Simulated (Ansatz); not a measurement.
**Telling isomers of CH5BO apart by their spectra**

These gas-phase data were calculated for one isomer of CH5BO at PBE0-D4/def2-TZVP (harmonic, unscaled wavenumbers; equilibrium rotational constants with average atomic masses):

```
rotational constants            : 48.35, 8.646, 7.676 GHz
all wavenumbers above 1500 cm⁻¹ : 3888, 3137, 3096, 3037, 2546
```

Candidates:

(1) `BOC`, a singlet
(2) `CBO`, a singlet

Problem. Which structure fits?

Solution. Candidate (2). The band at 3888 cm⁻¹ lies where the O–H stretch is expected; (1) has no mode between 3300 and 4000 cm⁻¹.

The same quantities for all candidates:

|  | rotational constants (GHz) | wavenumbers above 1500 cm⁻¹ | E above the lowest, PBE0-D4/def2-TZVP (kcal/mol) |
| --- | --- | --- | --- |
| (1) | 51.65, 10.41, 9.162 | 3131, 3124, 3041, 2650, 2542, 1505 | 24.1 |
| (2) | 48.35, 8.646, 7.676 | 3888, 3137, 3096, 3037, 2546 | 0.0 |

Each candidate is one conformer. Programs: Ansatz 0.2.0.
